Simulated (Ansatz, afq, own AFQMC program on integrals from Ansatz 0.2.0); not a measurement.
# B₂, singlet → B2⁺, doublet

```yaml
atoms:
  - { symbol: B, position_ang: [0.0000, 0.0000, 0.0000] }
  - { symbol: B, position_ang: [0.0000, 0.0000, 1.6406] }
```

E(doublet, charge +1) − E(singlet, charge +0) at this geometry, on RHF and ROHF determinants.

Basis cc-pVDZ. Noble-gas cores (and the filled d shells of Ga–Kr and In–Xe) are frozen. AFQMC by an in-house program on the Cholesky factors that Ansatz 0.2.0 writes for its CCSD(T) run. The CISD trial takes its coefficients from CCSD amplitudes. Released means that phaseless walkers are propagated on without the constraint, phases kept. ± is one standard error of the sampling. The errors of all members are added in quadrature.

Full CI on the same integrals is exact in this basis and with this determinant's frozen core.

Errors are counted within cc-pVDZ, not against nature.

Cautions: B₂ (singlet): another spin lies lower, restricted determinant unstable towards unrestricted (UHF 2.59 eV lower, ⟨S²⟩ 1.91), the search met a lower determinant of the same kind, perhaps of another symmetry (545 meV lower), and this one is a saddle point, strong correlation (T1 0.039, weight of the determinant 0.77, largest double 0.29), (T) is large, 8 % of the CCSD correlation, the CCSDTQ amplitudes may be one of several solutions (largest double 0.94), the released energies are still falling, so no released level is given (meV from the phaseless value at times in 1/Eh: -29 ± 4 at 0.24, -53 ± 4 at 0.51, -86 ± 3 at 0.99, -107 ± 4 at 1.62, -137 ± 5 at 2.40), the ph-AFQMC/CISD walk drifts between its halves (2.1 errors), the determinant fills πx and πy unequally, so it mixes two states of the linear molecule, and each level undoes that mixture to a different degree, while full CI gives the lower state, CCSDTQ on the UHF determinant differs (602 meV lower), perhaps since the unrestricted series falls towards higher spin, its ph-AFQMC/CISD value lies 282 ± 4 meV above full CI; B₂⁺ (doublet): a spin-contaminated unrestricted determinant lies lower (UHF 1.90 eV lower, ⟨S²⟩ 1.67), the search met a lower determinant of the same kind, perhaps of another symmetry (331 meV lower), and this one is a saddle point, strong correlation (T1 0.041, weight of the determinant 0.79, largest double 0.36), (T) is large, 7 % of the CCSD correlation, the CCSD(T) amplitudes may be one of several solutions (largest double 0.36), the CCSDT(Q) amplitudes may be one of several solutions (largest double 0.39), the CCSDTQ amplitudes may be one of several solutions (largest double 0.39), the released energies are still falling, so no released level is given (meV from the phaseless value at times in 1/Eh: -16 ± 3 at 0.24, -25 ± 3 at 0.51, -44.9 ± 2.5 at 0.99, -54 ± 5 at 1.62, -61 ± 4 at 2.40), its ph-AFQMC/CISD value lies 95 ± 4 meV above full CI.

```tsv
level	vertical ionization energy (kJ/mol)
CCSD	814.4
MP2	828.7
```

(1) From these cheaper values, estimate the vertical ionization energy at the reference level in cc-pVDZ.

(1) 838.4 kJ/mol (full CI in cc-pVDZ).

| level | vertical ionization energy (kJ/mol) | error against FCI (kJ/mol) |
| --- | --- | --- |
| HF | 730.3 | -108.1 |
| CCSD(T) | 824.8 | -13.5 |
| CCSDT | 826.0 | -12.3 |
| CCSDT(Q) | 833.2 | -5.1 |
| CCSDTQ | 837.5 | -0.8 |
| ph-AFQMC/CISD | 820.3 ± 0.5 | -18.0 ± 0.5 |

Correlation beyond CCSD(T) adds 13.5 kJ/mol. The perturbative (T) step is worth +10.4 kJ/mol. Where a determinant mixes two states, these steps and errors hold in part the undoing of that mixture, and only full CI is sure.

CCSDT and higher add their correlation energy to the determinant of the CCSD(T) run, since their own runs factorise the integrals more tightly (a shift of under 2 meV).
